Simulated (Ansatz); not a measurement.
# SiH3Cl: taking an electron away

How much energy removes an electron from SiH3Cl at fixed geometry? The cation is run at each level and the neutral's energy taken from earlier runs.

Computed with Ansatz 0.2.0, Gaussian basis. Level: unrestricted cation, the program's frozen cores in correlated methods.

Plan: UKS PBE-D4/def2-TZVPP; UKS r2SCAN-D4/def2-TZVPP; UKS PBE0-D4/def2-TZVPP; UKS B3LYP-D4/def2-TZVPP; UKS wB97X-V/def2-TZVPP; UKS wB97M-V/def2-TZVPP; UKS B2PLYP/def2-TZVPP; UHF-CCSD(T)/def2-TZVPP; UHF-MP2/def2-QZVPP; extrapolation to the limit; then −ε(HOMO) from the neutral's earlier runs with LDA (SPW92), PBE-D4, revPBE-D4, BLYP-D4, r2SCAN-D4, B97M-V, PBE0-D4, B3LYP-D4, r2SCANh-D4, r2SCAN0-D4, HSE06-D4, BHLYP-D4, CAM-B3LYP-D4, LC-ωPBE, ωB97X-V, ωB97M-V.

## Step 1: Structure used throughout

An earlier PBE0-D4 in a triple-zeta def2 set relaxation fixed the geometry.

SMILES `[SiH3]Cl`, 5 atoms, charge 0, spin multiplicity 1.

Atoms are counted from 1 here; the program's logs count them from 0.

Bond lengths: Si1–Cl2 2.054 Å, Si1–H3 1.481 Å, Si1–H4 1.481 Å, Si1–H5 1.481 Å. Angles: Cl2–Si1–H3 108.5°, Cl2–Si1–H4 108.5°, Cl2–Si1–H5 108.5°, H3–Si1–H4 110.4°, H3–Si1–H5 110.4°, H4–Si1–H5 110.4°.

## Step 2: Cation, UKS PBE-D4/def2-TZVPP

in.yaml reads:

```yaml
crystal:
  periodic: [false, false, false]
  atoms:
    - {symbol: Si, position_ang: [-0.112033, 0.018561, -0.030864]}
    - {symbol: Cl, position_ang: [1.838264, -0.513519, 0.329870]}
    - {symbol: H, position_ang: [-0.950928, -0.488276, 1.079072]}
    - {symbol: H, position_ang: [-0.534709, -0.585728, -1.314907]}
    - {symbol: H, position_ang: [-0.190794, 1.495362, -0.104671]}
basis:
  gaussian: {orbitals: def2-TZVPP}
total_charge: 1
magnetization: {spin_polarized: true, initial_magnetization: 1}
hamiltonian: {xc: pbe, dispersion: d4}
```

The runs that follow: Cation, UKS r2SCAN-D4/def2-TZVPP; Cation, UKS PBE0-D4/def2-TZVPP; Cation, UKS B3LYP-D4/def2-TZVPP; Cation, UKS wB97X-V/def2-TZVPP; Cation, UKS wB97M-V/def2-TZVPP; Cation, UKS B2PLYP (frozen core)/def2-TZVPP; Cation, UHF-CCSD(T)/def2-TZVPP; Cation, UHF-MP2/def2-QZVPP.

**Question.** What will the summary of the whole plan be? Wanted: ionisation energy, CCSD(T)/CBS; nearest functional by difference; nearest −ε(HOMO); −ε(HOMO) of PBE; T1 of the cation.

**Answer**, as computed:

```
                        quantity               value
  ionisation energy, CCSD(T)/CBS            11.90 eV
nearest functional by difference  ωB97X-V (-0.20 eV)
                nearest −ε(HOMO)  LC-ωPBE (-0.08 eV)
                 −ε(HOMO) of PBE             7.65 eV
                T1 of the cation               0.046
```

**Reading.** Energy differences with functionals land within 0.77 eV of the reference. −ε(HOMO) of PBE misses by 4.3 eV, since self-interaction lifts the level. Among orbital estimates LC-ωPBE comes nearest. Hartree-Fock falls 1.00 eV short, as the neutral has more correlation energy than the cation. The cation's T1 (from the report) is 0.046, above the customary mark of 0.045 for open shells, so the coupled-cluster value is less safe. The cation may have settled in a state other than its lowest; no search over hole states beyond the program's own was made.
